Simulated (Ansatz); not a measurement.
# CH2FSi+ (SMILES FC=[SiH+]): one structure at several levels

The task here is to estimate one member of a computed series from the others.

The runs use Ansatz 0.2.0, Gaussian basis; single points in def2-TZVPP.

Cores are frozen in the correlated methods.

### The system as given

SMILES `FC=[SiH+]`, 5 atoms, charge 1, spin multiplicity 1.

Atoms are counted from 1 here; the program's logs count them from 0.

Bond lengths: F1–C2 1.250 Å, C2–Si3 1.676 Å, C2–H4 1.220 Å, Si3–H5 1.424 Å. Angles: F1–C2–Si3 133.2°, F1–C2–H4 121.4°, Si3–C2–H4 105.2°, C2–Si3–H5 174.7°.

Geometry (Å):

```xyz
5

F    -0.3680   -1.3129    0.9929
C    -0.1937   -0.6162   -0.0298
Si    0.5164    0.8787   -0.2931
H    -0.6649   -0.9407   -1.1071
H     1.1219    2.1187   -0.6452
```

The first run:

Contents of run/in.yaml:

```yaml
crystal:
  periodic: [false, false, false]
  atoms:
    - {symbol: F, position_ang: [-0.368046, -1.312886, 0.992866]}
    - {symbol: C, position_ang: [-0.193682, -0.616189, -0.029801]}
    - {symbol: Si, position_ang: [0.516382, 0.878721, -0.293137]}
    - {symbol: H, position_ang: [-0.664875, -0.940665, -1.107115]}
    - {symbol: H, position_ang: [1.121887, 2.118736, -0.645185]}
basis:
  gaussian: {orbitals: def2-TZVPP}
total_charge: 1
hamiltonian: {xc: pbe, dispersion: d4}
output: {forces: true}
```

Launch:

```
$ ansatz run in.yaml --threads 2 --pin off --events-out ev --progress --plain --max-ram 3481MiB
```

Steps of the session up to this table: PBE-D4/def2-TZVPP; r2SCAN-D4/def2-TZVPP; PBE0-D4/def2-TZVPP; wB97M-V/def2-TZVPP; CCSD(T)/def2-TZVPP.

One table of the session follows, with a row left open; its other results are not shown here.

| method | RMS force component (eV/Å) | angle to CCSD(T) forces (°) |
| --- | --- | --- |
| PBE-D4 | ? | ? |
| r2SCAN-D4 | 1.453 | 5.5 |
| PBE0-D4 | 1.433 | 8.7 |
| wB97M-V | 1.578 | 9.7 |
| CCSD(T) | 1.595 | reference |

**Question.** Estimate the row for PBE-D4.

The run gave: RMS force component (eV/Å): 1.496; angle to CCSD(T) forces (°): 5.3. In the column «RMS force component (eV/Å)» it lies between r2SCAN-D4 (1.453) and wB97M-V (1.578).

Limits of these values: CCSD(T) in triple zeta still lacks some correlation energy of the bonds, so part of these gaps is its own basis error and they don't rank the functionals.
